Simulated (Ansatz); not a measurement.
Abridged output of a molecular run in Ansatz:

```
Functional definition: HF
1696 factors; integrals over basis functions are off by at most 8.5e-4 eV
mean field evaluation 1: about -19206.2048 eV, gradient 4.2e1 eV
mean field evaluation 2: about -19206.5747 eV, gradient 4.2e1 eV
mean field evaluation 4: about -19210.8142 eV, gradient 5.2e0 eV
mean field evaluation 8: about -19210.9284 eV, gradient 5.9e-1 eV
mean field evaluation 16: about -19210.9312 eV, gradient 1.9e-6 eV
mean field -19210.93116050 eV, -705.9886985114 hartree, gradient 1.9e-6 eV, S^2 0.000000; 0 other end points of the search recorded, 0 dependent functions left out
10 core orbitals not correlated: weight in the atoms' cores, before any rotation towards them, 1.000 or more for the frozen orbitals, at most 0.000 for the correlated occupied ones
reference -19210.93116050 eV, -705.9886985114 hartree; 18, 18 occupied and 253, 253 virtual orbitals, 1696 factors
second order -30.66771369 eV of doubles, -0.00000000 eV of singles
cycle   1  -30.94868269 eV  change   -2.8e-1 eV  update   1.2e-1
cycle   2  -31.69811104 eV  change   -7.5e-1 eV  update   3.5e-2
cycle   3  -31.86729098 eV  change   -1.7e-1 eV  update   1.7e-2
cycle   4  -31.85316673 eV  change    1.4e-2 eV  update   3.8e-3
cycle   5  -31.85367632 eV  change   -5.1e-4 eV  update   1.7e-3
cycle   6  -31.85440736 eV  change   -7.3e-4 eV  update   4.7e-4
cycle   7  -31.85416002 eV  change    2.5e-4 eV  update   2.2e-4
cycle   8  -31.85409241 eV  change    6.8e-5 eV  update   7.5e-5
cycle   9  -31.85410818 eV  change   -1.6e-5 eV  update   3.0e-5
perturbative correction -1.38571817 eV, -0.0509242036 hartree
Total energy: -19244.17098685 eV, -707.2102395990 hartree
```

Its atoms:

Z-matrix (Å, degrees):
```
C
O 1 1.405
H 1 1.098 2 111.3
H 1 1.098 2 111.3 3 -121.5
H 1 1.089 2 107.3 3 119.3
C 2 1.393 1 112.6 3 60.7
C 6 1.500 2 108.8 1 -180.0
H 6 1.101 2 111.8 1 60.0
H 6 1.101 2 111.8 1 -60.0
N 7 1.246 6 128.4 2 0.0
Cl 7 1.744 6 111.5 2 -180.0
H 10 1.022 7 108.9 6 -0.0
```

(1) Which basis set was used?
A. def2-TZVPP
B. def2-TZVPPD
C. def2-SVP
D. def2-SVPD

(2) Write the keys of the input that set method, charge and spin (a neutral closed shell needs none for the last two).

## Answers

(1) A. It gives 281 functions.

(2) 
```yaml
correlation: {method: ccsd_t}
```
